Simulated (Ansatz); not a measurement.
Compare A (`CNC(=N)O`) with its isomer B (`NC1NCO1`).

Program: Ansatz. Geometries: PBE0-D4/def2-TZVP. ΔE: electronic, gas phase. CBS: MP2 limit from def2 TZ/QZ plus the TZ coupled-cluster correction, frozen cores. Functionals use def2-TZVPP. B3LYP here is the variant with VWN-RPA as its local correlation; programs differ in this. One conformer a species, not always the lowest.

Task: Which is lower in electronic energy at CCSD(T)/CBS, and by how much? (An estimate is asked.)

Result: The calculation gave: A, by 121.8 kJ/mol.

Task: Give E(B) − E(A) in kJ/mol with B3LYP-D4, r2SCAN-D4, PBE0-D4, B2PLYP, ωB97M-V, HF/def2-TZVPP, CCSD(T)/def2-TZVPP. (Best estimate.)

Result: Ansatz gave: B3LYP-D4 136.3, r2SCAN-D4 134.5, PBE0-D4 121.2, B2PLYP 133.0, ωB97M-V 121.9, HF/def2-TZVPP 134.4, CCSD(T)/def2-TZVPP 119.9. None reverses the order clearly.

Largest T1 diagnostic: 0.012.

From PBE to PBE0 (25 % exact exchange), in def2-TZVPP and without D4, E(B) − E(A) moves by −5.0 kJ/mol. In def2-TZVPP, CCSD(T) changes the Hartree–Fock value by −14.6 kJ/mol (the triples alone add +1.0 kJ/mol) and MP2 by −10.1 kJ/mol.
